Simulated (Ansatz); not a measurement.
Basis-set extrapolation for C₃H₆F (`C[CH]CF`) radical (PBE0-D4/def2-TZVP geometry, frozen core, the Gaussian-basis code of Ansatz). Multiplicity 2, UHF reference.

|  | def2-TZVPP | def2-QZVPP |
| --- | --- | --- |
| HF | -216.575981 | -216.585886 |
| MP2 correlation | -0.738984 | -0.795386 |
| CCSD(T) correlation | -0.804552 | not run |

Energies in hartree. Use E(X) = E(∞) + A·exp(−7.88·√X) for Hartree–Fock and E(X) = E(∞) + B·X^(−2.97) for correlation, with X = 3 and 4, and add CCSD(T) minus MP2 of the smaller set to the MP2 limit.

**Question.** What is the CCSD(T) energy at the basis-set limit?

**Answer.** HF limit: -216.585886 + (-0.009905) × 0.13774 = -216.58725. MP2 limit: -0.795386 + (-0.056402) × 0.74074 = -0.83717. Higher-order term: -0.804552 − (-0.738984) = -0.06557. Total: -217.48999 hartree, 2.98 eV below CCSD(T)/def2-TZVPP.
